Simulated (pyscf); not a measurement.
O=Ru(=O)(=O)=O + H₂O → O=Ru(=O)(=O)(OH)–OH, an addition across a multiple bond or ene-type step (singlet surface; H–O broken, O–Ru, H–O formed). Single points on ωB97X-D3(BJ)/def2-SVP structures (PySCF, gas phase). Energies in eV from the separated reactants.

Small-basis levels: PySCF, no dispersion term, spherical d functions. AM1 to PM7: differences of heats of formation from MOPAC, which are fitted to 298 K values and so differ in kind from electronic energies by zero-point and thermal terms. GFN2-xTB: tblite. Cost: rough CPU time at the saddle relative to B3LYP/6-31G*+LANL2DZ, from one job on a shared machine.

```csv
level,barrier,reaction energy,cost
SVWN5/6-31G*+LANL2DZ,0.19,-0.07,1
BP86/6-31G*+LANL2DZ,0.86,+0.53,2
PBE/6-31G*+LANL2DZ,0.80,+0.47,2
B3LYP/LANL2DZ,0.90,+0.36,0.7
M06-2X/6-31G*+LANL2DZ,1.09,+0.59,3
GFN2-xTB,0.70,+0.03,under 0.02
PM6,-0.29,-1.40,under 0.02
ωB97M-D3(BJ)/def2-TZVP,1.42,+1.02,–
```

Against the last row the barrier runs from -1.71 (PM6) to -0.33 eV (M06-2X/6-31G*+LANL2DZ). At PM6 this geometry lies under one side, so the entry may be no barrier of that level: it is a single point on another level's saddle. ωB97M-D3(BJ)/def2-TZVP has limits of its own. On the reactant side the descent ends in a complex (not fully relaxed), 0.20 eV under the separated species and 1.60 eV under the saddle at ωB97X-D3(BJ)/def2-TZVP. One saddle was located; it need not be the lowest between these sides. 2 of the closed-shell references are unstable towards spin polarisation; treat their single-reference values with care. In the def2 sets elements past Kr carry core potentials, without spin-orbit coupling.
